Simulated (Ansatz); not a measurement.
**One structure, 3 elements: KRe, RbRe, CsRe**

Plane-wave DFT in Ansatz with scalar-relativistic PAW potentials, cutoff 420 eV, Γ-centred meshes chosen by cell and gap, Gaussian smearing with energies taken to zero width. Every cell was relaxed (cell and atoms) in a run of its own, within the symmetry of its start. Functional: PBE.

All members share space group Pmma and the same sites; only the element on one set of sites changes (K, Rb, Cs). Members needn't be the stable form of their composition. Energies over the elements, where given, are against the elements' standard states in the same functional (H₂, N₂, O₂ and halogens uncorrected, Hg as a solid). The first member:

Space group Pmma (No. 51). a = 3.967 Å, b = 2.868 Å, c = 10.690 Å, α = 90.00°, β = 90.00°, γ = 90.00°
```
atom site symmetry x y z
   K    2e mm2  0.7500  0.0000  0.7099
  Re    2f mm2  0.7500  0.5000  0.0602
```

| compound | V (Å³/atom) | a (Å) | b (Å) | c (Å) | energy over elements (eV/atom) |
| --- | --- | --- | --- | --- | --- |
| KRe | 30.41 | 3.967 | 2.868 | 10.690 | 1.073 |
| CsRe | 37.11 | 3.994 | 3.209 | 11.580 | 1.353 |

Predict the member with Rb.

V (Å³/atom) 33.48, a (Å) 3.999, b (Å) 2.997, c (Å) 11.170, energy over elements (eV/atom) 1.221. Interpolating linearly in period between K and Cs would give 33.76 Å³/atom (0.8 % too large), with 1.213 eV/atom over the elements. Over the whole series the volume grows at each step down the group; all are metallic on the mesh; none is bound against its elements in this structure, and K comes closest.

Spin-orbit coupling is left out, which matters for the bands of heavy elements.